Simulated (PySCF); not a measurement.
Method: B3LYP/[C def2-TZVP, O def2-TZVP], no relativity, density fitting, PySCF. Open shells, if any, are unrestricted.

Problem. What shape and geometry does isolated singlet CO2 take (every ligand bound to C)?

Solution. Counting electrons, carbon keeps none of its valence electrons outside its bonds, so the VSEPR class is AX2 and the expected shape is linear (D∞h), as computed. The lowest minimum found is a singlet of D∞h symmetry with C–O 1.160 Å (×2); O–C–O 180.0°. Its harmonic wavenumbers are 677 (πu), 1373 (σg+), 2412 (σu+) cm⁻¹ and its dipole moment is 0.00 D.
